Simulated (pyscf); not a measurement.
Structures and frequencies: ωB97X-D3(BJ)/def2-SVP in PySCF.

**Question.** Estimate the classical barrier height and the reaction energy of H₂N–AlH₂ → H₂N–Al [singlet] + hydrogen (H₂) at ωB97M-D3(BJ)/def2-TZVP. The step runs on the singlet surface, breaks Al–H, Al–H and forms H–H; take the reactant's lowest minimum found as zero.

**Answer.** ΔE‡ = 327.2 kJ/mol, ΔE = +104.3 kJ/mol. Zero-point energy shifts the barrier by -8.8 kJ/mol. It is a 1,1-elimination, with an imaginary mode of 1555i cm⁻¹. One saddle was located; it need not be the lowest between these sides. A restricted solution here is unstable towards spin polarisation, so biradical character is likely and single-reference numbers are less safe.
